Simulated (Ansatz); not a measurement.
System: rock-salt TiC. Method: LDA (PAW; Ansatz, a quantum-chemistry and plane-wave program).

Run with plane-wave cutoff 520 eV, 22×22×22 k mesh, Fermi–Dirac smearing 0.05 eV, no spin polarisation, scalar-relativistic PAW data made under PBE.

Computed at the level's own relaxed cell.

Task: Predict the equilibrium volume per atom, bulk modulus B0, lattice parameter a and pressure derivative B′ of the bulk modulus.

Result: 
- equilibrium volume per atom = 9.67 Å³/atom
- bulk modulus B0 = 282 GPa
- lattice parameter a = 4.261 Å
- pressure derivative B′ of the bulk modulus = 4.0

The run finds no gap.

Measured, for comparison: equilibrium volume per atom 10.15 Å³/atom, lattice constant a 4.33 Å (temperature not stated, no zero-point or thermal correction; as tabulated in Zhang et al. (2018), doi:10.1088/1367-2630/aac7f0); bulk modulus 240 GPa (temperature not stated, no zero-point or thermal correction, our sources range from 235 to 268; as tabulated in Krasnenko and Brik (2013), arXiv:1306.3139). Computed (rounded) less measured: equilibrium volume per atom -4.7 %, bulk modulus not scored (sources differ), lattice constant a -1.6 %. A static lattice is as a rule a little smaller and stiffer than an uncorrected measurement, which narrows the difference in the lattice constant a and would widen misses of the other sign.

The computed numbers hold no vibrational or temperature effects.

Cost on a shared machine: around 60 core-seconds (rough).
